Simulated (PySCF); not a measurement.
**SH at UHF-SCS-MP2**

Level: UHF-SCS-MP2. PySCF, no relativity, basis sets H def2-TZVPPD, S def2-TZVPPD.

```
state                          : ²Π (doublet), unpaired electrons π ↑
bond length                    : 2.526 bohr
harmonic wavenumber            : 2759 cm⁻¹
force constant                 : 4.38 mdyn/Å
rotational constant Be         : 9.654 cm⁻¹
anharmonicity ωexe             : 44.8 cm⁻¹
vibration–rotation constant αe : 0.263 cm⁻¹
well depth De to H + S         : 3.69 eV
dissociation energy D0         : 3.52 eV
```

Correlated steps freeze 5 core orbitals. The state was picked by a PBE0 search and need not be the measured ground state.
